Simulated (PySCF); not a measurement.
Difluorophosphine in a uniform electric field

Species: difluorophosphine, F2HP.
Cartesian coordinates in Å at the GFN2-xTB level; atoms count from 1:
```
atom  x, y, z in Å
F1    -1.1481   -0.7072   -0.2068
P2    -0.0020    0.0759    0.6218
F3     1.2269   -0.5702   -0.2059
H4    -0.0666    1.2063   -0.2319
```

Level: CAM-B3LYP/def2-SVPD (PySCF); nuclei fixed, core orbitals frozen in the response. Permanent dipole (-0.092, 1.594, 0.916) D (1 au = 2.5417 D). Static polarisability (au):

```
x   27.08 -0.02  0.04
y   -0.02 27.50 -0.73
z    0.04 -0.73 25.27
```

Only the terms in μ and α are kept: μ(F) = μ + αF and ΔE = −μ·F − ½ F·αF.

(1) What do fields of 0.514 V/Å (0.01 au) along the six axis directions do?

(2) For the field (-0.0010, -0.0100, -0.0080) au, what is the induced dipole, and what angle does it make with the field?

(3) Which field along μ doubles the dipole in that direction (linear response)?

(4) What field makes μF equal to kT at 200 K?

(5) Induction energy −ᾱe²/2R⁴ of a unit charge at 15 Å, the molecule taken as a point?

Results:

(1) 
```json
{"field along": "+x", "induced x (D)": "0.688", "induced y (D)": "-0.001", "induced z (D)": "0.001", "total size (D)": "1.933", "−μ·F (kJ/mol)": "+0.950", "−½F·αF (kJ/mol)": "-3.555"}
{"field along": "−x", "induced x (D)": "-0.688", "induced y (D)": "0.001", "induced z (D)": "-0.001", "total size (D)": "1.997", "−μ·F (kJ/mol)": "-0.950", "−½F·αF (kJ/mol)": "-3.555"}
{"field along": "+y", "induced x (D)": "-0.001", "induced y (D)": "0.699", "induced z (D)": "-0.019", "total size (D)": "2.464", "−μ·F (kJ/mol)": "-16.465", "−½F·αF (kJ/mol)": "-3.610"}
{"field along": "−y", "induced x (D)": "0.001", "induced y (D)": "-0.699", "induced z (D)": "0.019", "total size (D)": "1.297", "−μ·F (kJ/mol)": "+16.465", "−½F·αF (kJ/mol)": "-3.610"}
{"field along": "+z", "induced x (D)": "0.001", "induced y (D)": "-0.019", "induced z (D)": "0.642", "total size (D)": "2.218", "−μ·F (kJ/mol)": "-9.462", "−½F·αF (kJ/mol)": "-3.317"}
{"field along": "−z", "induced x (D)": "-0.001", "induced y (D)": "0.019", "induced z (D)": "-0.642", "total size (D)": "1.638", "−μ·F (kJ/mol)": "+9.462", "−½F·αF (kJ/mol)": "-3.317"}
```

(2) αF = (-0.069, -0.684, -0.495) D, at 2.7° to the field. The polarisability along this direction, F·αF/F², is 25.93 au, against a mean of 26.61 au.

(3) The polarisability along the dipole is 26.32 au, so F = 0.7242 au / 26.32 au = 0.0275 au = 1.42 V/Å; higher-order terms are ignored.

(4) kT = 0.6334 × 10⁻³ Eh, so F = 0.000875 au = 4.5 MV/cm.

(5) R = 28.35 bohr, so the energy is −26.6/(2 × 28.35⁴) Eh = -0.0541 kJ/mol. The charge–dipole term at its most favourable orientation, −μe/R², is -2.37 kJ/mol.

Geometry: GFN2-xTB; no solvent, vibrations or thermal averaging.
